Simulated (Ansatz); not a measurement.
# AlSiHS (triplet): the correlation ladder, cc-pVDZ

The task here is to estimate one member of a computed series from the others.

Computed with Ansatz 0.2.0, Gaussian basis. Level: cc-pVDZ, core rule «outside noble gas», up to 15 orbitals frozen.

The runs, in order: UHF; CCSD(T) on ROHF; CCSD(T) on UHF; BCCD(T) on ROHF; CISD as a restricted active space (open shells left free, so some higher excitations enter); CCSDT(Q) on ROHF; CCSDT(Q) on UHF.

20 further runs of the same task are left out: 7 that didn't finish, 13 set aside as unsound or not needed. Runs told in other sessions of the task aren't counted.

## The geometry

The geometry is a PBE0/def2-TZVP stationary point (not a proven minimum).

4 atoms, charge 0, spin multiplicity 3.

Atoms are counted from 1 here; the program's logs count them from 0.

Bond lengths: S1–Al2 2.199 Å, S1–H4 1.347 Å, Al2–Si3 2.346 Å. Angles: Al2–S1–H4 91.0°, S1–Al2–Si3 178.7°.

The first run:

Contents of in.yaml:

```yaml
crystal:
  periodic: [false, false, false]
  atoms:
    - {symbol: S, position_ang: [-0.000005, -0.373242, 1.669500]}
    - {symbol: Al, position_ang: [0.000013, -0.307465, -0.528629]}
    - {symbol: Si, position_ang: [-0.000005, -0.291203, -2.875005]}
    - {symbol: H, position_ang: [-0.000003, 0.971910, 1.734134]}
basis:
  gaussian: {orbitals: cc-pVDZ}
magnetization: {spin_polarized: true, initial_magnetization: 2}
hamiltonian: {xc: hf}
output: {orbitals: {seedname: orbitals}}
```

Command:

```sh
ansatz run in.yaml --threads 1 --pin off --events-out ev --progress --plain --max-ram 2393MiB
```

Steps of the session up to this table: UHF; CCSD(T) on ROHF; CCSD(T) on UHF; BCCD(T) on ROHF; CISD as a restricted active space (open shells left free, so some higher excitations enter); CCSDT(Q) on ROHF; CCSDT(Q) on UHF.

One of the session's tables, all rows but one given; the rest of the session is left out.

```
   method  from UCCSDT(Q) (kJ/mol)
     ROHF                   +791.1
      UHF                   +780.8
     RMP2                   +138.3
     UMP2                   +142.2
     CISD                   +123.4
    RCCSD                    +36.9
    UCCSD                    +36.7
 RCCSD(T)                     +7.4
 UCCSD(T)                        ?
  BCCD(T)                     +7.4
   RCCSDT                     +2.6
   UCCSDT                     +2.5
RCCSDT(Q)                     +0.2
UCCSDT(Q)                        0
```

**Question.** Estimate the row for UCCSD(T).

The run gave: from UCCSDT(Q) (kJ/mol): +7.5. In the column «from UCCSDT(Q) (kJ/mol)» it lies between BCCD(T) (+7.4) and UCCSD (+36.7).

With the free atoms at the same levels and basis (separate runs), the atomisation energy is 8.276 eV at UCCSDT(Q), 8.233 eV at RCCSD(T), 8.230 eV at UCCSD(T), 6.299 eV at ROHF.

To keep in mind: Restricted and unrestricted rows rest on different reference determinants; a gap between their highest levels can come from leftover correlation error, from unlike frozen cores or from another state.
